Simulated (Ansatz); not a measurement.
Ansatz results at the PBE0-D4/def2-TZVP geometry: size of the dipole moment (B3LYP/def2-TZVPP) 2.47 D; HOMO energy (B3LYP/def2-TZVPP) -7.41 eV; size of the dipole moment (ωB97M-V/def2-TZVPP) 2.42 D.

Each molecule was computed in one conformer, which needn't be the lowest.

Question: Which molecule gave them?
A. `CC1(C=O)CO1`
B. `C/C=C(\O)C=O`
C. `C=COC(C)=O`
D. `C=CCC(=O)O`

Answer: A. The others give `C=COC(C)=O`: 1.82, -7.15, 1.81; `C=CCC(=O)O`: 1.63, -7.47, 1.63; `C/C=C(\O)C=O`: 2.09, -6.72, 2.03.

B3LYP here is the variant with VWN-RPA as its local correlation; programs differ in this.
